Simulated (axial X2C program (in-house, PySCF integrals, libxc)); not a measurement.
**O or H: which binds elements of chip processing more strongly?**

Computed with an in-house all-electron X2C program for linear molecules (integrals from PySCF), spin-free (one-electron X2C) or two-component (2c: spin–orbit coupling with atomic mean-field Coulomb and Gaunt terms, which also bring small scalar terms), in Dyall basis sets with cores contracted in-house; open shells are unrestricted.

Level PBE0, 2c. Dyall triple-zeta sets: BO v3z/av3z; BH v3z/v3z; AlO v3z/av3z; AlH v3z/v3z; SiO v3z/av3z; SiH v3z/v3z; PO v3z/av3z; PH v3z/v3z.

Diatomic bonds are a first guide to the radicals met in plasma etching, cleaning and deposition, though surfaces and higher halides or oxides behave in their own way.

| element M | state of MO | Re MO (Å) | D0 MO (eV) | state of MH | Re MH (Å) | D0 MH (eV) |
| --- | --- | --- | --- | --- | --- | --- |
| B | Ω = 1/2 | 1.200 | 8.33 | Ω = 0 | 1.241 | 3.35 |
| Al | Ω = 1/2 | 1.629 | 4.90 | Ω = 0 | 1.668 | 2.86 |
| Si | Ω = 0 | 1.516 | 7.69 | Ω = 1/2 | 1.536 | 2.89 |
| P | Ω = 1/2 | 1.483 | 5.74 | Ω = 1 | 1.431 | 3.03 |

**Question.** Work out the energy at 0 K of MO + H → MH + O for each element.

**Answer.** ΔE = D0(MO) − D0(MH) at PBE0, 2c: B 4.98, Al 2.04, Si 4.80, P 2.71 eV (negative: the exchange gives off energy).

**Question.** For which element is the exchange to H most and for which least favourable, and what is the energy of AlO + BH → AlH + BO?

**Answer.** Al most (2.04 eV), B least (4.98 eV). The atoms cancel in the double exchange: ΔE = 2.04 − (4.98) = -2.94 eV, a figure less sensitive to errors in the atoms than D0 itself.

Each entry is the lowest single determinant of a limited PBE0 search at one distance. D0 = De minus the zero-point energy; De goes to single-determinant-based atoms at the same level (for ions the charge split of lowest energy) and is withheld (n/a) where an atom does not fit its ground term or J level. Main or longest-lived isotopes. One determinant is a doubtful description, or other states lie close, for PH; these need not be ground states, and all values refer to the states named. Some open-shell Ω = 0 determinants are out of reach, so the Ω given for PH need not be the lowest component. With several unpaired electrons the Ω given is that of one determinant, not necessarily of the lowest component. Some light 2c atoms are not at their ground J level, so De misses part of their lowering (0.04 eV or less). The functionals have no current term, which raises determinants with orbital currents. These D0 were not checked against measured values; triple-zeta sets, frozen cores and single determinants leave errors of some tenths of an eV, more for transition metals.
